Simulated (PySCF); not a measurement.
# NMR data sheet: C3H7NO

- Formula: C3H7NO
- SMILES: CCC(N)=O
- InChI: InChI=1S/C3H7NO/c1-2-3(4)5/h2H2,1H3,(H2,4,5)
- Point group of the computed structure: Cs
- Degrees of unsaturation: 1
- Carbon signals: 3
- Proton signals: 4

Numbering as in the mapped SMILES `[CH3:1][CH2:2][C:3]([NH2:4])=[O:5]` (H(Xn): hydrogen on atom n). Ha(N4) is cis to the C=O or C=S heteroatom; Hb(N4) is trans to the C=O or C=S heteroatom.

- σ from GIAO-PBE0/pcSseg-1
- GFN2-xTB geometry
- J: B3LYP/pcJ-1 (spin–dipole term only in couplings to heteroatoms)
- program: PySCF 2.14
- equivalent nuclei averaged, gas phase, one conformer, no relativistic terms

Scale: ¹H (σref 31.72), ¹³C (σref 186.93) vs TMS; ¹⁵N (σref 267.73) against NH3; ¹⁷O (σref 336.08) against H2O (reference shieldings calculated alike).

| carbon | δC, type | δH (multiplicity, J in Hz) | HMBC from (abs. J ≥ 3 Hz) | span of the C tensor (ppm) |
| --- | --- | --- | --- | --- |
| C1 | 10.2, CH3 | 1.12 (t, 7.8) | H(C2) | 13 |
| C2 | 29.4, CH2 | 2.05 (q, 7.8) | H(C1) | 41 |
| C3 | 172.9, C | – | H(C2), H(C1) | 174 |

Other nuclei:
| atoms | nucleus | environment | δ (ppm) | σ (ppm) |
| --- | --- | --- | --- | --- |
| Hb(N4) | ¹H | hydrogen on an amide-type nitrogen | 4.65 | 27.06 |
| Ha(N4) | ¹H | hydrogen on an amide-type nitrogen | 4.52 | 27.20 |
| N4 | ¹⁵N | amide-type nitrogen | 113.2 | 154.5 |
| O5 | ¹⁷O | amide-type carbonyl oxygen | 419.3 | -83.2 |

Selected couplings (Hz, signed; the shortest-range and largest first, 30 at most; isotopes ¹³C, ¹H, ¹⁵N): ¹J(C1,H(C1)) 134.6, ¹J(C2,H(C2)) 131.1, ¹J(C2,C3) 50.3, ¹J(C1,C2) 36.9, ¹J(C3,N4) -16.6, ²J(C2,N4) -11.2, ²J(C1,C3) -1.5, ³J(H(C1),H(C2)) 7.8.

Carbon types of the structure: 1 × C, 1 × CH2, 1 × CH3, leaving 2 H on heteroatoms. δC 172.9: amide carbonyl carbon; it is a carbonyl in resonance with an O or N lone pair, the region of acids, esters and amides. δC 29.4: sp3 CH2 α to a carbonyl; the adjacent C=O deshields it moderately. δC 10.2: methyl carbon; aliphatic region, no heteroatom directly attached. δH 4.65, 4.52: hydrogen on an amide-type nitrogen; labile proton, position sensitive to the medium. δH 2.05: hydrogen on an sp3 CH2 α to a carbonyl; α to C=O. The protons at 1.12 and 2.05 share a coupling of 7.8 Hz (vicinal).

The OH or NH signal is concentration- and solvent-dependent in practice; the value given is the gas-phase one. The two substituents on the amide-type nitrogen aren't averaged: C–N rotation is slow on the NMR time scale. Splittings below 1 Hz are ignored in the labels, and close J values are merged. Unscaled 3J(H,H) at this level run about 10 % above measured values. Shifts are as computed. Against solution values, carbons near 30 ppm lie about +3 ppm off and those near 130 ppm about +5 ppm. Of 1211 compounds with measured shifts, 218 miss one by over three times the rms of a fit or turn the order of signals round; such compounds aren't used in these exercises. Hydrogen bonding in solution shields acid and N–H amide carbonyl oxygens by tens of ppm. Hydrogen bonding in solution deshields acid and N–H amide carbonyl carbons by as much as 10 ppm beyond these values. Unscaled 17O shifts of doubly bonded oxygen tend to come out too high, by tens of ppm or more. Experimental scales use liquid or dissolved standards, which lie at an offset from isolated NH3 (liquid NH3: subtract about 20 ppm) and H2O (liquid H2O: subtract about 36 ppm).
